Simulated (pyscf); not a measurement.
Structures and frequencies: ωB97X-D3(BJ)/def2-SVP in PySCF.

**Question.** H₃C–Zn–SH + hydrogen (H₂) → H₃C–ZnH + H₂S
Surface: singlet. Broken: S–Zn, H–H. Formed: H–Zn, H–S. Give ΔE‡ and ΔE from ωB97M-D3(BJ)/def2-TZVP, relative to the separated reactants.

**Answer.** ΔE‡ = 1.54 eV, ΔE = +0.80 eV. Zero-point energy shifts the barrier by +0.06 eV. It is a four-centre exchange, with an imaginary mode of 1214i cm⁻¹. On the product side the descent ends in a complex, 0.26 eV under the separated species and 0.88 eV under the saddle at ωB97X-D3(BJ)/def2-TZVP. One saddle was located; it need not be the lowest between these sides. Elements up to Kr have no core potential and no relativistic terms here.
